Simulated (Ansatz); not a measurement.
# BH2S: the cost of one run

Method: single points in def2-TZVPPD; program: Ansatz 0.2.0, Gaussian basis.

Correlated methods freeze the cores.

## 1. The starting structure

SMILES `B[S-]`, 4 atoms, charge -1, spin multiplicity 1.

Atoms are counted from 1 here; the program's logs count them from 0.

Bond lengths: B1–S2 1.683 Å, B1–H3 1.262 Å, B1–H4 1.036 Å. Angles: S2–B1–H3 126.0°, S2–B1–H4 124.3°, H3–B1–H4 109.4°.

Geometry (Å):

| atom | x (Å) | y (Å) | z (Å) |
| --- | --- | --- | --- |
| B1 | -0.0671 | 0.0579 | -0.0225 |
| S2 | 1.4147 | -0.2930 | 0.6952 |
| H3 | -1.1678 | -0.5027 | 0.2356 |
| H4 | -0.1902 | 0.7044 | -0.8220 |

## 2. CCSD(T)/def2-TZVPPD

File run/in.yaml:

```yaml
crystal:
  periodic: [false, false, false]
  atoms:
    - {symbol: B, position_ang: [-0.067100, 0.057900, -0.022500]}
    - {symbol: S, position_ang: [1.414700, -0.293000, 0.695200]}
    - {symbol: H, position_ang: [-1.167800, -0.502700, 0.235600]}
    - {symbol: H, position_ang: [-0.190200, 0.704400, -0.822000]}
basis:
  gaussian: {orbitals: "def2-TZVPPD.json"}
total_charge: -1
correlation: {method: ccsd_t}
output: {forces: true}
```

The basis file named in the input lies beside it (Basis Set Exchange, JSON).

Launch:

```sh
$ ansatz run in.yaml --threads 4 --pin off --events-out ev --progress --plain --max-ram 5222MiB
```

**Question.** How long does this run take on 4 threads of Arm Neoverse N1, shared host, and how much memory does it need?

About 15 s, with a peak of 0.88 GiB.
